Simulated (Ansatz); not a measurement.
A made-up structure of CH4AlS (charge +1), closed shell:

```
7
angstrom
C -0.6739 0.2035 -0.5329
Al 0.1923 0.5360 1.1266
S 1.0994 -0.3761 -0.8232
H -1.3921 -0.5960 -0.6991
H 2.1584 0.1025 -1.5297
H 0.6680 0.8613 2.5677
H 0.9555 -1.6535 -0.4115
```

It is relaxed with PBE-D4/def2-SVP and then PBE0-D4/def2-TZVP (Ansatz 0.2.0). Atoms count as bonded within 1.22 times the sum of their covalent radii (H–H: 0.88 Å). The end point is not checked to be a true minimum.

(1) Does its bonding change? (A judgement: the text doesn't fix the answer.)

Results:

(1) The calculation gives: Yes. Formed: none; broken: Al2–S3.

Where it ends: The first stage lowers the energy by 2.46 eV in 13 steps. It ends as CH₄AlS ([AlH][CH][SH2]), total charge +1:
C1  (0.004, -0.062, -0.086)
Al2  (-0.018, 0.724, 1.547)
S3  (1.408, -0.689, -0.781)
H4  (-0.915, -0.148, -0.661)
H5  (1.486, -0.205, -2.050)
H6  (-0.079, 1.404, 2.945)
H7  (1.122, -1.946, -1.216)
(Å)

Labels in which every atom is bracketed show which atoms are joined, not bond orders.

For scale, one of the runs: PBE0-D4/def2-TZVP relaxation, 129 basis functions, launched by `ansatz run in.yaml --threads 2 --pin off --events-out ev --progress --plain --max-ram 4352MiB`. Hardware: 2 CPU threads of an Arm Neoverse V1, shared host. Wall time about 17 s.
